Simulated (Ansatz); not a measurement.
# Structure relaxation of Cr2Ir

Method: DFT PBE, scalar-relativistic, plane waves, PAW in Ansatz.

Cr2Ir was placed on the cubic Laves (C15) structure type (Fd-3m, No. 227), with Ir in place of Mg, Cr in place of Cu, at a guessed volume.

Input of the last, converged step (default PAW datasets):

```yaml
crystal:
  lattice:
    - [0.0, 3.3376952294, 3.3376952294]
    - [3.3376952294, 0.0, 3.3376952294]
    - [3.3376952294, 3.3376952294, 0.0]
  atoms:
    - { symbol: Cr, position: [0.625, 0.625, 0.625] }
    - { symbol: Cr, position: [0.125, 0.625, 0.625] }
    - { symbol: Cr, position: [0.625, 0.625, 0.125] }
    - { symbol: Cr, position: [0.625, 0.125, 0.625] }
    - { symbol: Ir, position: [0.0, 0.0, 0.0] }
    - { symbol: Ir, position: [0.25, 0.25, 0.25] }
basis:
  ecutwfc: 420
kpoints:
  mp_grid: { grid: [10, 10, 10] }
hamiltonian:
  xc: pbe
scf:
  occupations: { method: gaussian, width: 0.1 }
output:
  forces: true
  stress: true
  eigenvalues: true
  write_density: true
  write_potential: true
  elf: true
  volumetric_format: npy
relax:
  adjacent_minimum: "off"
  f_tol: 0.01
  max_steps: 80
  cell: { stress_tol: 0.05 }
```

Launched as:

```bash
ansatz run input.yaml --threads 1 --pin off --max-ram 2560MiB --backend cpu --events-out ev --progress --plain --runs-dir out
```

Time: 48 s on 1 thread of Arm Neoverse V2, on a shared host, peak memory 0.45 GiB.

End of the output:

```
SCF converged after 7 iterations
Free energy (F): -37382.224488 eV
Harris-Foulkes:  -37382.224488 eV  (|F-HF|=1.46e-11)
Internal energy: -37382.201768 eV  (E = F + TS)
E sigma→0 (E₀):  -37382.213128 eV
Entropy (-TS):   -0.022720 eV (-3.787 meV/atom)
Fermi energy:    21.874854 eV
--- Per-component energies (eV) ---
  E_band       = -737.714425
  E_kinetic    = 2622.622645
  E_local      = -6943.724734  (includes V_loc(G=0)·N_el)
  E_nonlocal   = 462.667126
  E_hartree    = 2931.688890
  E_xc         = -1097.306108
  E_vxc        = -1316.552900  (∫ρ·V_xc dr)
  E_paw        = -23229.149266  (= ΣΔE_a)
  E_vpaw       = -1426.105774  (= ΣTr[D̂ρ^β])
  E_aug_tail   = 0.001433  (compensation charges beyond the density's cutoff)
  E_ewald      = -12129.001755
  E_smearing   = -0.022720  (= −TS)
  E_closure    = 0.000000  (closes the sum)
  Σ components = -37382.224488   (vs F -37382.224488, Δ=0.00e0)
--- Forces (eV/Å), atoms counted from 1 ---
  atom   1  Cr     0.00000000     0.00000000     0.00000000
  atom   2  Cr     0.00000000     0.00000000     0.00000000
  atom   3  Cr     0.00000000     0.00000000     0.00000000
  atom   4  Cr     0.00000000     0.00000000     0.00000000
  atom   5  Ir     0.00000000     0.00000000     0.00000000
  atom   6  Ir     0.00000000     0.00000000     0.00000000
  max |Σ_I F_I| component: 2.31e-18 eV/Å
--- Stress (GPa, compression-positive) ---
       -0.000928       0.000000       0.000000
        0.000000      -0.000928       0.000000
        0.000000       0.000000      -0.000928
  P = ⅓ Tr σ = -0.0009 GPa (-0.009 kbar)
--- Relaxed structure (3 steps of the walk, 3 accepted, 1 SCFs on fresh bases) ---
  F+E_penalty+E_count = -37382.22448775 eV   max|allowed force component| = 4.163e-17 eV/Å   (the final SCF, on the basis selected at the relaxed cell)
  cell:  # Å, volume = 74.5251 Å³
    - [0.000000, 3.340085, 3.340085]
    - [3.340085, 0.000000, 3.340085]
    - [3.340085, 3.340085, 0.000000]
  atoms:
    - { symbol: Cr, position: [0.625000, 0.625000, 0.625000] }
    - { symbol: Cr, position: [0.125, 0.625000, 0.625000] }
    - { symbol: Cr, position: [0.625000, 0.625000, 0.125] }
    - { symbol: Cr, position: [0.625000, 0.125, 0.625000] }
    - { symbol: Ir, position: [0.000000, 0.000000, 0.000000] }
    - { symbol: Ir, position: [0.250000, 0.250000, 0.250000] }
```

Total energies depend on the potentials used, so only differences within one code and one set of settings carry meaning.

The result has space group Fd-3m (No. 227). Cr is coordinated by 6 Cr at 2.36 Å and 6 Ir at 2.77 Å; Ir has 12 Cr at 2.77 Å and 4 Ir at 2.89 Å.

Against the elements it lies at -0.10 eV/atom. Formation energies are uncorrected and refer to the elements' standard structures at the same level.

The k mesh leaves about 4 meV/atom of noise in metals. Spin–orbit coupling is left out.

Symmetry constrained the relaxation, so the result can be a saddle point.